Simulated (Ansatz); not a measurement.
System: BiCuSeO (P4/nmm, No. 129; cell taken from a computed entry). Method: LDA (PAW; Ansatz, a program for electronic structure).

Settings: plane-wave cutoff 520 eV, 10×10×4 k mesh (along the axes of the cell as run), Fermi–Dirac smearing 0.01 eV, no spin polarisation, scalar-relativistic PAW data made under PBE.

Cell (relaxed with PBEsol):

Space group P4/nmm, origin choice 1 (No. 129); a = b = 3.895 Å, c = 8.895 Å, α = β = γ = 90.00°

```
atom  site  symmetry       x       y       z
----  ----  --------  ------  ------  ------
Cu      2b      -4m2  0.5000  0.5000  0.5000
Bi      2c       4mm  0.5000  0.0000  0.1419
Se      2c       4mm  0.0000  0.5000  0.3271
O       2a      -4m2  0.0000  0.0000  0.0000
```

Predict the band gap, smallest direct gap on the k points sampled and Γ–Γ gap.


- band gap = 0.23 eV
- smallest direct gap on the k points sampled = 0.33 eV
- Γ–Γ gap = 0.82 eV

Note: cell and atoms aren't relaxed at this level (largest force component 0.25 eV/Å, pressure -3.2 GPa); this cell isn't known to be the ambient phase, and symmetry holds it in the calculation.

Spin–orbit coupling is not included; it can close the smallest gap of 0.23 eV.

Cost on a shared machine: around 2.4 core-minutes (rough).
